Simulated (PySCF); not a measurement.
**Spin-Hamiltonian simulation**

Molecule: propene (C=CC, C$_{3}$H$_{6}$).

Cartesian coordinates in Å; atom numbers follow the order of the lines, from 1:
```xyz
9

C     1.3422    0.0806   -0.2630
C     0.2829   -0.1074    0.5006
C    -1.1301   -0.0024    0.0336
H     1.2498    0.3305   -1.3076
H     2.3460   -0.0053    0.1176
H     0.4044   -0.3565    1.5473
H    -1.6570    0.7635    0.6022
H    -1.1756    0.2500   -1.0227
H    -1.6490   -0.9471    0.1941
```

- couplings computed with B3LYP/pcJ-1
- shielding tensors at PBE0/pcSseg-1 (GIAO)
- GFN2-xTB geometry
- run in PySCF 2.14
- no solvent model, averaged over atoms made equivalent by symmetry, fast rotation or ring inversion, non-relativistic, one computed conformer

References, each an isolated molecule treated in the same way: 1H (σ = 31.72 ppm) vs TMS.

Shifts (ppm): H4 5.41, H5 5.24, H6 6.16, H7/H8/H9 1.87.
Couplings (Hz): H4–H5: 0.7; H4–H6: 17.9; H4–H7, H4–H8, H4–H9: -2.2; H5–H6: 11.3; H5–H7, H5–H8, H5–H9: -2.0; H6–H7, H6–H8, H6–H9: 7.2; H7–H8, H7–H9, H8–H9: -15.0.

The 6-spin Hamiltonian (Zeeman plus full scalar coupling among like nuclei) was diagonalised exactly; lines are Lorentzian, 1.0 Hz wide, and the maxima above 3 % are listed with the tallest set to 100.

Question: Give the 1H peak list of this spin system at 60 MHz.

Answer: 
```
   Hz    ppm  height
389.8  6.496       6
385.8  6.429       3
382.9  6.382       6
378.9  6.315      11
372.1  6.201      18
368.0  6.133       6
365.2  6.088      14
361.1  6.018      17
358.7  5.978       5
354.4  5.906      19
348.0  5.799       8
335.2  5.588       7
333.5  5.558      23
332.1  5.534      29
330.4  5.506      24
328.5  5.475       9
322.6  5.377       8
320.8  5.347      23
318.9  5.315      26
317.8  5.296      21
315.9  5.264      18
313.8  5.230      15
312.6  5.209      10
311.9  5.198      10
310.0  5.167      13
308.5  5.142      16
306.8  5.112      14
304.9  5.082       6
117.3  1.955      54
115.6  1.927     100
113.7  1.894      54
110.6  1.843      53
108.8  1.813      95
106.8  1.780      50
```

Question: And at 500 MHz?

Answer: 
δ in ppm (height): 6.211 (4), 6.197 (11), 6.189 (4), 6.183 (12), 6.175 (14), 6.168 (5), 6.161 (18), 6.153 (5), 6.147 (15), 6.139 (13), 6.132 (5), 6.124 (13), 6.110 (4), 5.433 (8), 5.430 (19), 5.429 (20), 5.426 (19), 5.425 (19), 5.422 (8), 5.398 (7), 5.394 (17), 5.393 (18), 5.390 (18), 5.389 (17), 5.386 (7), 5.256 (8), 5.254 (19), 5.253 (20), 5.250 (20), 5.249 (19), 5.246 (9), 5.234 (8), 5.231 (18), 5.230 (19), 5.227 (19), 5.226 (18), 5.223 (8), 1.881 (55), 1.877 (100), 1.873 (57), 1.867 (57), 1.863 (99), 1.859 (55)

Question: Among coupled protons with different shifts, which pair is furthest from first order, and how does the field change that?

Answer: H4 and H6: Δν/J is about 2.5 at 60 MHz (strongly coupled) and 20.9 at 500 MHz (close to first order). J in Hz doesn't depend on the field, while Δν in Hz grows in proportion to it.

Unscaled 3J(H,H) at this level run about 10 % above measured values.
